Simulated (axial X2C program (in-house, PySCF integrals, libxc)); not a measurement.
# MgCl: from the spin-free to the two-component result

All values were computed with an axial X2C code built on PySCF integrals. Spin-free means the one-electron spin-free X2C Hamiltonian; two-component (2c) means X2C with spin–orbit coupling and atomic mean-field two-electron Coulomb and Gaunt terms, so the difference of the two also holds small scalar two-electron terms. Basis: Cl dyall-av3z [9s8p3d2f], Mg dyall-cv3z [9s8p6d3f] (cores contracted in-house); Gaussian nuclei, density fitting, unrestricted open shells. Masses: Cl 34.969 u, Mg 23.985 u.

Spin-free state: M_S = 1/2, Λ = 0 (beyond evenly filled blocks: σα); fragments Cl + Mg.

| level | Re (Å) | ωe (cm⁻¹) | De (eV) | μ (D) |
| --- | --- | --- | --- | --- |
| PBE0 | 2.207 | 456.2 | 3.365 | 3.41 |
| HF | 2.212 | 465.4 | 2.880 | 3.50 |
| MP2 | 2.217 | 458.6 | 3.588 | n/a |
| CCSD | 2.214 | 460.3 | 3.146 | n/a |
| CCSD(T) | 2.217 | 457.2 | 3.243 | n/a |
| TPSS | 2.224 | 440.8 | 3.400 | 3.26 |

Correlated methods: 9 electrons correlated (number of frozen shells: Cl 2 s, 1 p; Mg 2 s, 1 p), 241 virtual spin orbitals or spinors in MP2, 89 natural virtuals in coupled cluster.

Dipoles are positive if Mg is the positive end.

Two-component determinant lowest at the distance of the search:

Ω = 1/2 (⟨Sz⟩ = 0.50, ⟨Lz⟩ = 0.00 at HF); fragments Cl + Mg.

| level | Re (Å) | ωe (cm⁻¹) | De (eV) | μ (D) |
| --- | --- | --- | --- | --- |
| PBE0 | 2.207 | 456.1 | 3.359 | 3.41 |
| HF | 2.213 | 465.2 | 2.819 | 3.50 |
| MP2 | 2.218 | 458.5 | 3.551 | n/a |
| CCSD | 2.215 | 460.0 | 3.108 | n/a |
| CCSD(T) | 2.218 | 456.9 | 3.207 | n/a |
| TPSS | 2.224 | 440.7 | 3.396 | 3.26 |

Problem. From the two tables, how do the constants change at the CCSD(T) level (2c against spin-free)?

Solution. At the CCSD(T) level Re is unchanged within 0.001 Å and ωe decreases by 0.3 cm⁻¹; De changes by -0.036 eV.

The state is a single determinant with fixed occupations, the lowest that a limited PBE0 search found. De is counted from the lowest determinant-based energies of the atoms at the same level, without counterpoise correction. Density functionals use the spin component along the axis (collinear). CCSD and (T) use frozen natural virtuals with an MP2 correction for the truncation; (T) itself is uncorrected, so its De runs slightly low. The 2c atoms are single determinants rather than J levels; their spin–orbit lowering is only partly caught, and De is too large by that part. This holds for PBE0, TPSS. Without a current term, density functionals place determinants with orbital angular momentum somewhat too high.
